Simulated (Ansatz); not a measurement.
The same path of BClH4S (7 atoms, charge 0, multiplicity 1) was run twice with different band settings. Lost on the way: B1–Cl2, S5–H7. Made: Cl2–H7.

The calculation used RKS B3LYP/def2-SVP in Ansatz 0.2.0.

Relaxed end points:

```xyz
7
Properties=species:S:1:pos:R:3
B 0.028 -0.067 0.103
Cl -0.607 0.580 1.691
H 1.204 0.124 -0.101
H -0.730 0.023 -0.833
S 0.078 -2.185 0.264
H -1.158 -2.410 0.774
H 0.668 -2.314 1.477
```

```xyz
7
Properties=species:S:1:pos:R:3
B 0.144 -0.581 -0.540
Cl -0.139 0.171 3.041
H 1.203 -0.018 -0.581
H -0.888 -0.063 -0.863
S 0.200 -2.276 0.019
H -1.119 -2.579 -0.054
H 0.081 -0.903 2.351
```

Common settings: movable images 5; climbing image yes; optimiser quadratic models (default); start path through a guess of the saddle point; force threshold 0.03 eV/Å; iteration limit 60; end points relaxed.

| run | spring |
| --- | --- |
| 1 | 5.0 eV/Å² |
| 2 | 20.0 eV/Å² |

(1) What does each run give, and how far can it be trusted?

Answers

(1) Run 1: converged after 17 iterations, highest image 0.821 eV above the first end. A vibrational analysis at the climbing image gives one clearly imaginary mode, 777i cm⁻¹: a first-order saddle point.
Run 2: converged after 11 iterations, highest image 0.821 eV above the first end. Another band between the same ends (5 images) ends at a top of the same energy, where a vibrational analysis finds 1 clearly imaginary mode.
The orbitals stay closed-shell, which can raise the energy where a bond breaks towards radicals; this wasn't checked here.
